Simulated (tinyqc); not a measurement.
Inside a calculation. Method: Hueckel theory of the pi electrons, for the molecule C=CN (SMILES; centres numbered as the heavy atoms are written). One step of it, computed by the program tinyqc.

Task: Orbitals. Diagonalise; E = alpha + x beta with beta < 0, so the largest x are filled first; degenerate levels share their electrons. P = sum n_i c_ri c_si; each orbital has its largest coefficient positive (the first on a tie).

Hueckel matrix in units of beta (H = alpha + beta A), lower triangle:
```
          1C        2C        3N
1C  0.000000
2C  1.000000  0.000000
3N  0.000000  0.800000  1.500000
```

pi electrons, sum of z_r less the charge = 4

Give: x values; occupations; coefficients; charge and bond-order matrix P.

Result:

x values: 1.9466  0.6825  -1.1291

occupations: 2.0000  2.0000  0.0000

coefficients:
```
       MO1      MO2      MO3
1C  0.2429   0.7232  -0.6465
2C  0.4729   0.4936   0.7299
3N  0.8470  -0.4830  -0.2221
```

charge and bond-order matrix P, lower triangle:
```
         1C      2C      3N
1C   1.1642
2C   0.9437  0.9345
3N  -0.2872  0.3242  1.9013
```
